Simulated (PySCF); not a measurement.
Molfile (atoms numbered from 1):
```
C4H5FS
     RDKit          3D

 11 11  0  0  0  0  0  0  0  0999 V2000
    2.4687    1.2198    0.7217 F   0  0  0  0  0  0  0  0  0  0  0  0
    1.2717    0.7103    0.4387 C   0  0  0  0  0  0  0  0  0  0  0  0
    1.0439   -0.4975   -0.0566 C   0  0  0  0  0  0  0  0  0  0  0  0
   -0.4056   -0.8298   -0.2275 C   0  0  0  0  0  0  0  0  0  0  0  0
   -1.1970    0.4767   -0.1058 C   0  0  0  0  0  0  0  0  0  0  0  0
   -0.1423    1.7092    0.7502 S   0  0  0  0  0  0  0  0  0  0  0  0
    1.8186   -1.2078   -0.2809 H   0  0  0  0  0  0  0  0  0  0  0  0
   -0.7090   -1.5417    0.5473 H   0  0  0  0  0  0  0  0  0  0  0  0
   -0.5927   -1.2969   -1.1959 H   0  0  0  0  0  0  0  0  0  0  0  0
   -2.1146    0.3659    0.4668 H   0  0  0  0  0  0  0  0  0  0  0  0
   -1.4363    0.8945   -1.0840 H   0  0  0  0  0  0  0  0  0  0  0  0
  1  2  1  0
  2  3  2  0
  3  4  1  0
  4  5  1  0
  5  6  1  0
  6  2  1  0
  3  7  1  0
  4  8  1  0
  4  9  1  0
  5 10  1  0
  5 11  1  0
M  END
```

Geometry: GFN2-xTB; GIAO shifts from PySCF 2.14.0 with density-fitted response routines, gas phase, non-relativistic, averaged over equivalent atoms.

At PBE0/pcSseg-1 (134 basis functions, roughly 50 core-seconds):
| atoms | δ (ppm) |
| --- | --- |
| F1 | -123.7 |
| C2 | 172.9 |
| C3 | 99.5 |
| C5 | 36.4 |
| C4 | 32.0 |
| H7 | 4.84 |
| H10/H11 | 3.42 |
| H8/H9 | 2.86 |

Referencing at the same level of theory: ¹⁹F (σ = 170.95 ppm) against CFCl3; ¹³C (σ = 186.93 ppm) and ¹H (σ = 31.72 ppm) against TMS.

Task: What do these become at BLYP/Sadlej pVTZ?

Result: 
```tsv
atoms	δ at BLYP/Sadlej pVTZ	change
F1	-137.7	-14.0
C2	173.6	+0.7
C3	94.6	-4.9
C5	34.5	-1.9
C4	34.3	+2.3
H7	5.36	+0.52
H10/H11	3.85	+0.43
H8/H9	3.18	+0.32
```

Scale: ¹⁹F (σref 152.05) against CFCl3; ¹³C (σref 190.50) and ¹H (σref 32.23) against TMS (reference shieldings calculated alike).

The largest change is at F1 (vinylic fluorine). Cost: 197 basis functions, roughly 90 core-seconds. The order of the carbon signals is the same at both levels.

Unscaled 19F shifts against computed CFCl3 carry errors that often reach 10 to 50 ppm.
